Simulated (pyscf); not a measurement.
Thermochemistry of product channels of H₂Ga–SeH (SMILES [GaH2][SeH]) on the singlet surface, in kcal/mol, from ωB97M-D3(BJ)/def2-TZVP energies (ideal gas, 1 atm, RRHO with modes under 100 cm⁻¹ raised to 100, one conformer, R ln 2 for rigid chiral ones). Structures and frequencies: ωB97X-D3(BJ)/def2-SVP in PySCF.

```
products                                                     ΔE  ΔH(298 K)  ΔG(298 K)  ΔG(1200 K)
--------------------------------------------------------  -----  ---------  ---------  ----------
Ga–SeH (SMILES [Ga][SeH]) [singlet] + H₂ (SMILES [H][H])  +10.0       +8.6       +0.1       -25.8
H₂Se (SMILES [SeH2]) + GaH (SMILES [GaH]) [singlet]           …      +39.5      +30.4           …
HGa=Se (SMILES [GaH]=[Se]) + H₂ (SMILES [H][H])               …      +15.5       +8.9       -12.1
```

Complete the blanks.


- H₂Se (SMILES [SeH2]) + GaH (SMILES [GaH]) [singlet], ΔE: +41.1
- H₂Se (SMILES [SeH2]) + GaH (SMILES [GaH]) [singlet], ΔG(1200 K): +3.9
- HGa=Se (SMILES [GaH]=[Se]) + H₂ (SMILES [H][H]), ΔE: +16.8

The channel to HGa=Se + H₂ turns favourable between 298 and 1200 K (ΔG from +8.9 kcal/mol to -12.1 kcal/mol).

These are energies of the channels, which say nothing of barriers. Elements up to Kr have no core potential and no relativistic terms here.
